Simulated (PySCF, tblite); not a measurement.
**3-oxetanone (C₃H₄O₂): isotopologues and vibrational averages**

How do isotopes change the rotational constants and shieldings of 3-oxetanone (C₃H₄O₂) (`O=C1COC1`)?

Programs: PySCF 2.14.0 with density-fitted response routines of our own, and tblite 0.8.0. All values are computed, except where a source is named. Atoms count from 0 throughout.

## 1. The molecule as given

9 atoms, charge 0, multiplicity 1; geometry from: force field or distance geometry start.

Bonds of the start (Å): C1–C2 1.46, C1–C4 1.54, C2–H5 1.14, C2–H6 1.10, C2–O3 1.34, C4–H7 1.13, C4–H8 1.07, O0–C1 1.20, O3–C4 1.38.

## 2. GFN2-xTB relaxation, lowest of a short conformer search

What the job is given:

```
{"job": {"xc": "GFN2-xTB", "basis": "xTB", "kind": "relax"}, "charge": 0, "multiplicity": 1}
O      0.239400     2.025300    -0.225200
C      0.040900     0.839800    -0.143000
C     -0.906400    -0.233700    -0.407400
O      0.002700    -1.176600    -0.124300
C      0.872900    -0.292500     0.483300
H     -1.236000    -0.361800    -1.486900
H     -1.804000    -0.177300     0.228700
H      1.906900    -0.227100     0.023000
H      0.937900    -0.372100     1.551200
```

Run with:

```bash
> OMP_NUM_THREADS=1 python ens_run.py task.json out
```

This one command runs the whole study; its stages follow in the order run.

What it wrote:

```text
step      E/eV     max force
  0    -449.64005    4.613
  1    -449.98982    2.906
  2    -450.00237    2.537
  3    -450.06068    0.555
  4    -450.07639    0.378
  5    -450.09285    0.525
  6    -450.10452    0.454
  7    -450.11389    0.317
  8    -450.12150    0.217
  9    -450.12562    0.179
 10    -450.12816    0.157
 11    -450.13033    0.176
 12    -450.13258    0.191
 13    -450.13461    0.151
 14    -450.13611    0.122
 15    -450.13720    0.097
 16    -450.13822    0.136
 17    -450.13941    0.146
 18    -450.14075    0.118
 19    -450.14207    0.130
 20    -450.14341    0.153
 21    -450.14505    0.214
 22    -450.14716    0.228
 23    -450.14910    0.158
 24    -450.15010    0.077
 25    -450.15051    0.061
 26    -450.15082    0.059
 27    -450.15120    0.067
 28    -450.15156    0.049
 29    -450.15177    0.031
 30    -450.15186    0.029
 31    -450.15193    0.025
 32    -450.15200    0.020
 33    -450.15206    0.019
 34    -450.15209    0.021
 35    -450.15212    0.018
 36    -450.15215    0.015
 37    -450.15217    0.014
 38    -450.15218    0.008
 39    -450.15218    0.004
 40    -450.15218    0.003
```

Wall time 0.09 s (1 thread of Intel Xeon 6975P-C, shared host).

Gain 0.512 eV; displacement 0.15 Å root mean square.

## 3. Tight optimisation and Hessian

What the job is given:

```
{"job": {"xc": "B3LYP", "basis": "pcSseg-1", "grid": 2, "temperatures": [250, 500], "kind": "geom"}, "charge": 0, "multiplicity": 1}
O      0.112708     2.040721    -0.135543
C      0.050653     0.852724    -0.062966
C     -0.943297    -0.219035    -0.449210
O     -0.057839    -1.220785     0.063129
C      0.929981    -0.261977     0.456490
H     -1.125984    -0.326656    -1.521837
H     -1.898130    -0.188272     0.082630
H      1.879480    -0.395383    -0.068814
H      1.106674    -0.257362     1.535404
```

What it wrote:

```text
step   0  E = -7268.0201715 eV  max force = 0.52526
step   1  E = -7268.0408802 eV  max force = 0.05483
step   2  E = -7268.0410819 eV  max force = 0.01275
step   3  E = -7268.0410869 eV  max force = 0.00269
step   4  E = -7268.0410870 eV  max force = 0.00013
step   5  E = -7268.0410870 eV  max force = 0.00013
harmonic wavenumbers (cm-1): 151.3 404.4 450.5 690.7 765.5 843.5 1000.2 1009.8 1065.7 1083.9 1121.0 1151.7 1267.4 1309.9 1454.5 1483.8 1900.4 3005.2 3017.3 3059.3 3060.7
```

Wall time 3.5 min (1 thread of Intel Xeon 6975P-C, shared host); peak memory 0.57 GiB.

## 4. Displacements along the modes, parent

What the job is given:

```
{"job": {"xc": "B3LYP", "basis": "pcSseg-1", "grid": 2, "temperatures": [250, 500], "kind": "vib", "mass_numbers": [16, 12, 12, 16, 12, 1, 1, 1, 1]}, "charge": 0, "multiplicity": 1}
O      0.113414     2.049729    -0.136226
C      0.050914     0.859753    -0.063430
C     -0.958049    -0.223057    -0.455935
O     -0.058261    -1.227848     0.063495
C      0.944140    -0.266635     0.463754
H     -1.141362    -0.326526    -1.534461
H     -1.917556    -0.187831     0.078532
H      1.898946    -0.396130    -0.064548
H      1.122062    -0.257482     1.548099
```

What it wrote:

```text
mode    cm-1    km/mol   phi_rrr   E(+)/cm-1  E(-)/cm-1
  1    151.28    23.14       1.5      29.24      29.14
  2    404.42     1.38      -0.6      74.33      74.26
  3    450.48    10.48      -0.5      81.20      81.13
  4    690.67     0.54     -61.9     122.09     126.56
  5    765.52     0.00       0.8     138.90     138.92
  6    843.47     3.58     -23.9     150.92     152.67
  7   1000.22    26.09    -208.6     172.80     187.73
  8   1009.84    62.32      -1.9     181.94     182.07
  9   1065.74     0.51       0.2     191.98     191.94
 10   1083.93   100.79       0.2     195.19     195.12
 11   1120.97     0.00       0.1     202.25     202.20
 12   1151.70     0.73       0.1     207.53     207.63
 13   1267.35    13.59       0.4     228.38     228.48
 14   1309.92     0.41      29.7     237.09     235.01
 15   1454.45     6.69      -0.5     261.88     261.89
 16   1483.80     6.11      68.1     269.63     264.73
 17   1900.42   301.22     558.0     363.00     322.92
 18   3005.18    35.42       0.4     542.19     542.17
 19   3017.35     4.61     938.8     578.20     510.59
 20   3059.28    33.07       5.6     552.38     551.97
 21   3060.73     0.00       6.2     552.62     552.20
```

Wall time 3.8 min (1 thread of Intel Xeon 6975P-C, shared host); peak memory 0.57 GiB.

## 5. Displacements along the modes, 2H at atom 5

The job, as its differences from that of step 4:

```diff
@@ -1,2 +1,2 @@
-{"job": {"xc": "B3LYP", "basis": "pcSseg-1", "grid": 2, "temperatures": [250, 500], "kind": "vib", "mass_numbers": [16, 12, 12, 16, 12, 1, 1, 1, 1]}, "charge": 0, "multiplicity": 1}
+{"job": {"xc": "B3LYP", "basis": "pcSseg-1", "grid": 2, "temperatures": [250, 500], "kind": "vib", "mass_numbers": [16, 12, 12, 16, 12, 2, 1, 1, 1]}, "charge": 0, "multiplicity": 1}
 O      0.113414     2.049729    -0.136226
```

What it wrote:

```text
mode    cm-1    km/mol   phi_rrr   E(+)/cm-1  E(-)/cm-1
  1    146.74    21.64      -1.6      28.25      28.38
  2    380.63     2.05       0.3      69.81      69.70
  3    443.01     9.77      -1.4      79.73      79.95
  4    673.62     1.04      60.9     123.53     119.10
  5    703.09     0.08     -61.9     124.79     129.20
  6    823.34     3.72     -25.3     147.29     149.10
  7    906.48     3.35      67.2     165.78     160.94
  8    997.33    18.32    -197.9     172.72     186.88
  9   1008.64    54.85     295.1     192.60     171.41
 10   1032.20    17.38      26.2     186.80     184.92
 11   1084.97    89.89      -6.4     195.06     195.59
 12   1136.52     1.93       6.6     205.48     205.04
 13   1227.63    15.86     -65.9     219.35     223.95
 14   1291.04     2.26     -46.5     231.15     234.52
 15   1325.18     5.91      35.8     240.39     237.74
 16   1470.35     6.37      86.4     267.94     261.71
 17   1900.21   300.39     558.7     362.98     322.87
 18   2229.71    12.70    1237.2     448.84     359.95
 19   3010.63    23.13   -1281.2     498.32     590.48
 20   3037.10    15.45    1903.8     620.49     483.83
 21   3060.03    16.05      -6.9     553.56     554.08
```

Wall time 3.7 min (1 thread of Intel Xeon 6975P-C, shared host); peak memory 0.57 GiB.

## 6. Displacements along the modes, 17O at atom 0

The job, as its differences from that of step 5:

```diff
@@ -1,2 +1,2 @@
-{"job": {"xc": "B3LYP", "basis": "pcSseg-1", "grid": 2, "temperatures": [250, 500], "kind": "vib", "mass_numbers": [16, 12, 12, 16, 12, 2, 1, 1, 1]}, "charge": 0, "multiplicity": 1}
+{"job": {"xc": "B3LYP", "basis": "pcSseg-1", "grid": 2, "temperatures": [250, 500], "kind": "vib", "mass_numbers": [17, 12, 12, 16, 12, 1, 1, 1, 1]}, "charge": 0, "multiplicity": 1}
 O      0.113414     2.049729    -0.136226
```

What it wrote:

```text
mode    cm-1    km/mol   phi_rrr   E(+)/cm-1  E(-)/cm-1
  1    150.71    22.91       1.5      29.14      29.04
  2    403.00     1.26      -0.6      74.08      74.01
  3    445.70    10.26      -0.4      80.34      80.27
  4    682.25     0.57     -61.3     120.60     125.02
  5    765.52     0.00       0.8     138.90     138.92
  6    843.43     3.58     -24.4     150.89     152.68
  7    999.71    25.80    -208.6     172.71     187.64
  8   1009.78    61.92      -1.8     181.93     182.06
  9   1065.50     0.53       0.2     191.94     191.90
 10   1082.98   100.72       0.2     195.02     194.95
 11   1120.97     0.00       0.1     202.25     202.20
 12   1151.61     0.72       0.1     207.52     207.61
 13   1267.34    13.52       0.4     228.38     228.48
 14   1309.51     0.34      29.2     237.00     234.96
 15   1454.45     6.69      -0.5     261.88     261.89
 16   1483.80     6.08     -68.1     264.73     269.63
 17   1880.81   295.79    -541.6     319.96     358.85
 18   3005.18    35.42       0.4     542.19     542.17
 19   3017.35     4.60     938.8     578.20     510.59
 20   3059.28    33.07       5.6     552.38     551.97
 21   3060.73     0.00       6.2     552.62     552.20
```

It took 3.8 min on 1 thread of Intel Xeon 6975P-C, shared host; peak memory 0.57 GiB.

## 7. Vibrational averages by isotopologue

What the job is given:

```
{"job": {"xc": "B3LYP", "basis": "pcSseg-1", "grid": 2, "temperatures": [250, 500], "kind": "iso"}, "charge": 0, "multiplicity": 1}
O      0.113414     2.049729    -0.136226
C      0.050914     0.859753    -0.063430
C     -0.958049    -0.223057    -0.455935
O     -0.058261    -1.227848     0.063495
C      0.944140    -0.266635     0.463754
H     -1.141362    -0.326526    -1.534461
H     -1.917556    -0.187831     0.078532
H      1.898946    -0.396130    -0.064548
H      1.122062    -0.257482     1.548099
```

What it wrote:

```text
parent
  Be/MHz 12165.913 4949.261 3684.722
  B0/MHz 12068.423 4919.767 3661.311
  ZPE/cm-1 14648.4
  <sigma>(0 K)/ppm -332.475 -31.322 77.306 311.297 77.301 25.530 25.531 25.530 25.530
2H at atom 5
  Be/MHz 11192.134 4900.225 3601.653
  B0/MHz 11103.889 4871.071 3578.888
  ZPE/cm-1 13944.2
  <sigma>(0 K)/ppm -333.147 -31.385 77.638 311.927 77.249 25.640 25.552 25.530 25.529
17O at atom 0
  Be/MHz 12165.913 4793.925 3597.926
  B0/MHz 12068.383 4765.614 3575.225
  ZPE/cm-1 14629.8
  <sigma>(0 K)/ppm -332.342 -31.293 77.311 311.306 77.305 25.531 25.531 25.530 25.531
```

It took 15 min on 1 thread of Intel Xeon 6975P-C, shared host; peak memory 0.57 GiB. This counts the whole study up to here.

Rotational constants (MHz) at equilibrium and in the ground state:

| isotopologue | Be | B0 | zero-point change (cm⁻¹) |
| --- | --- | --- | --- |
| parent | 12165.9, 4949.3, 3684.7 | 12068.4, 4919.8, 3661.3 | 0.0 |
| 2H at atom 5 | 11192.1, 4900.2, 3601.7 | 11103.9, 4871.1, 3578.9 | -704.1 |
| 17O at atom 0 | 12165.9, 4793.9, 3597.9 | 12068.4, 4765.6, 3575.2 | -18.6 |

Shieldings of the first species (ppm): at equilibrium, the vibrational parts at 0 K, and the averages:

| atom | equilibrium | anharmonic | harmonic | 0 K | 250 K | 500 K |
| --- | --- | --- | --- | --- | --- | --- |
| O0 | -330.31 | -0.02 | -2.14 | -332.47 | -330.03 | -326.29 |
| C1 | -29.97 | -0.12 | -1.23 | -31.32 | -30.86 | -30.30 |
| C2 | 81.91 | -1.65 | -2.96 | 77.31 | 77.28 | 76.91 |
| O3 | 329.18 | -4.27 | -13.61 | 311.30 | 310.37 | 307.62 |
| C4 | 81.92 | -1.66 | -2.96 | 77.30 | 77.27 | 76.89 |
| H5 | 26.15 | -0.13 | -0.49 | 25.53 | 25.54 | 25.53 |
| H6 | 26.15 | -0.13 | -0.49 | 25.53 | 25.54 | 25.53 |
| H7 | 26.15 | -0.13 | -0.49 | 25.53 | 25.54 | 25.53 |
| H8 | 26.15 | -0.13 | -0.49 | 25.53 | 25.54 | 25.53 |

Isotope effects on the shieldings at 0 K (ppb; positive means more shielded):

| atom | 2H at atom 5 | 17O at atom 0 |
| --- | --- | --- |
| O0 | -672 | 133 |
| C1 | -64 | 29 |
| C2 | 332 | 4 |
| O3 | 630 | 9 |
| C4 | -52 | 5 |
| H5 | 110 | 0 |
| H6 | 21 | 0 |
| H7 | 0 | 0 |
| H8 | -1 | 0 |

## 8. Results

| quantity | value |
| --- | --- |
| point group | C2v |
| B0 of the first species | 12068.4, 4919.8, 3661.3 MHz |
| zero-point energy | 14648 cm⁻¹ |
| zero-point change of σ(O3) | -17.88 ppm |

**Reading.** Zero-point motion changes the shielding of O3 most, by -17.88 ppm. The largest secondary isotope effect is -672 ppb on O0, 3 bonds from the change (2H at atom 5). The job flags a low mode; perturbation theory is less sure for low modes.
